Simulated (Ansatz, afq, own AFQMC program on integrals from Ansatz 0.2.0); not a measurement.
Two steps: Ansatz 0.2.0 writes the Fock matrix and Cholesky factors of the valence space, and afq projects on them the lowest state that overlaps trial and start.

```yaml
crystal:
  periodic: [false, false, false]
  atoms:
    - {symbol: Si, position_ang: [0.000000, 0.040626, 1.737197]}
    - {symbol: Ge, position_ang: [0.000000, -0.036181, -0.655626]}
    - {symbol: H, position_ang: [0.000000, 1.475453, -1.156210]}
basis:
  gaussian: {orbitals: cc-pVDZ}
magnetization: {spin_polarized: true, initial_magnetization: 3}
correlation: {method: ccsd_t, electrons: outside_noble_gas, hamiltonian_folder: ham}
```

```sh
$ ansatz run in.yaml --threads 1 --pin off --events-out ev --progress --plain --max-ram 1382MiB
```

Options of the walk:

```
--method phaseless --trial hf --walkers 120 --populations 1 --least-time 40 --time-step 0.005 --steps-per-block 20 --equilibration-blocks 112 --max-blocks 600 --target-error 0.00108 --factor-cut 1e-05 --start spin_pure --seed 2739 --taylor-order 6
```

Times are imaginary, in 1/Eh. The walk had a cap of 671 s. Filled inner d shells are frozen with the cores.

afq prints:

```
orbitals 31  electrons 6 3  factors 236 of 556
reference energy -2364.75211985 Eh
CCSD correlation -0.16485579 Eh in 15 cycles, weight of the determinant in the CISD state 0.8543
energy of the start -2364.752392 Eh
 block  time / (1/Eh)  mean weight  energy / Eh
     1     0.100  1.0021  -2364.773447
     2     0.200  1.0009  -2364.790534
     3     0.300  1.0009  -2364.807562
     4     0.400  0.9995  -2364.821590
     5     0.500  0.9984  -2364.828357
     7     0.700  1.0012  -2364.852580
     9     0.900  1.0004  -2364.864224
    18     1.800  1.0013  -2364.895808
    52     5.200  1.0010  -2364.929731
    86     8.600  1.0021  -2364.929456
   120    12.000  1.0008  -2364.917959
   154    15.400  0.9996  -2364.928353
   188    18.800  0.9994  -2364.929639
   222    22.200  1.0008  -2364.926325
   256    25.600  0.9994  -2364.917175
   290    29.000  0.9989  -2364.921777
   324    32.400  1.0005  -2364.916467
   358    35.800  1.0009  -2364.917413
   375    37.500  1.0013  -2364.946464
   392    39.200  0.9994  -2364.913820
   426    42.600  1.0004  -2364.922827
   460    46.000  1.0008  -2364.917604
   494    49.400  1.0007  -2364.937172
   528    52.800  0.9994  -2364.932353
   562    56.200  0.9996  -2364.913023
   579    57.900  1.0000  -2364.892736
   596    59.600  0.9997  -2364.920209
   630    63.000  0.9995  -2364.911792
   664    66.400  0.9990  -2364.925447
   698    69.800  1.0000  -2364.932222
blocks merged  error / Eh  count
     1  0.000474  600
     2  0.000641  300
     4  0.000865  150
     8  0.001064  75
    16  0.001286  37
    32  0.001428  18
    64  0.001255  9
energy -2364.922495 +/- 0.001428 Eh
(rows thinned)
```

The run passed its tests (sampling time, drift between the halves within three errors, error under three times the target), which doesn't prove that it has relaxed.

Against this walk (error 38.9 meV) on the same determinant: CCSD(T) 33.6 meV lower (within the noise), CCSDT(Q) 93.7 meV lower, a separate phaseless walk with a CISD trial and standard settings 53.7 ± 40.7 meV lower (within the noise). The error is statistical and leaves out the bias of the constraint.

Cautions: constraint bias not in the error; error above the target (38.9 against 29.4 meV); no relativity below Rb; no spin-orbit coupling; inner d shell frozen; lower spins were not checked.

The walk took 2.5 min on 1 thread of Arm Neoverse V2, with other jobs on the host. The log's last line is the phaseless energy.

CCSDT and higher add their correlation energy to the determinant of the CCSD(T) run, since their own runs factorise the integrals more tightly (a shift of under 2 meV). A walk keeps the symmetry of its determinant, which the program's search chose and which needn't be the lowest solution, so a lower state of the same spin and another symmetry isn't excluded.
